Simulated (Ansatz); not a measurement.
Molecule: C₃H₃, charge -1, multiplicity 1. It need not be the lowest isomer of its formula. Whether it binds its extra electron was not tested at this geometry. 
Coordinates optimised at B3LYP-D3(BJ)/def2-TZVP (Ansatz, a program for electronic structure):
SMILES: C(#[C-])C
```xyz
6

C      0.0046    -0.0025     0.3349
C      0.0216    -0.0117     1.5723
C     -0.0155     0.0084    -1.1294
H     -0.0179     1.0267    -1.5482
H      0.8559    -0.4989    -1.5715
H     -0.9021    -0.4930    -1.5473
```
Charge -1, spin multiplicity 1.

Basis-set convergence of Hartree-Fock and MP2 correlation energies (hartree) with Ansatz. Correlated levels leave the core frozen unless marked. Spin-orbit coupling is left out. Non-relativistic. This anion needs diffuse functions, which these sets lack.

```json
[
 {"basis": "cc-pVDZ", "functions": "-", "E(HF)": "-115.23643", "E(corr, MP2)": "-0.39650"},
 {"basis": "cc-pVTZ", "functions": "132", "E(HF)": "(withheld)", "E(corr, MP2)": "(withheld)"}
]
```

Question: Some entries are withheld; supply them.

Answer: 
- cc-pVTZ, E(HF): -115.27446
- cc-pVTZ, E(corr, MP2): -0.48553
